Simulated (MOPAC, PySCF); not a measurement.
F4Si, SMILES `F[Si](F)(F)F`, neutral singlet in the gas phase. 

Cartesian coordinates (Å):
SMILES: F[Si](F)(F)F
```xyz
5

F      1.5267    -0.2434    -0.2578
Si     0.0000     0.0000     0.0000
F     -0.3378     1.5100    -0.2499
F     -0.8431    -0.8922    -0.9745
F     -0.3458    -0.3744     1.4822
```
Charge 0, spin multiplicity 1.

All levels are single points at this geometry (B3LYP-D3(BJ)/def2-TZVP); Pople sets use spherical d functions. Orbital energies aren't observables, and empty levels follow the basis.

```json
[
 {"level": "B3LYP-D3(BJ)/def2-TZVP in PySCF", "HOMO (eV)": "-12.45", "LUMO (eV)": "0.05", "gap (eV)": "12.50", "dipole (D)": "0.00", "vertical IE, Delta-SCF (eV)": "15.31"},
 {"level": "B3LYP/6-311+G** in PySCF", "HOMO (eV)": "-12.64", "LUMO (eV)": "-0.94", "gap (eV)": "11.70", "dipole (D)": "0.00", "vertical IE, Delta-SCF (eV)": "–"},
 {"level": "B3LYP/6-31G* in PySCF", "HOMO (eV)": "-11.92", "LUMO (eV)": "0.37", "gap (eV)": "12.29", "dipole (D)": "0.00", "vertical IE, Delta-SCF (eV)": "14.96"},
 {"level": "SVWN5/6-31G* in PySCF", "HOMO (eV)": "-10.24", "LUMO (eV)": "-0.55", "gap (eV)": "9.69", "dipole (D)": "0.00", "vertical IE, Delta-SCF (eV)": "–"},
 {"level": "PM6 in MOPAC", "HOMO (eV)": "-15.32", "LUMO (eV)": "0.07", "gap (eV)": "15.39", "dipole (D)": "0.00", "vertical IE, Delta-SCF (eV)": "–"},
 {"level": "PM7 in MOPAC", "HOMO (eV)": "-15.70", "LUMO (eV)": "-0.78", "gap (eV)": "14.91", "dipole (D)": "0.00", "vertical IE, Delta-SCF (eV)": "–"}
]
```
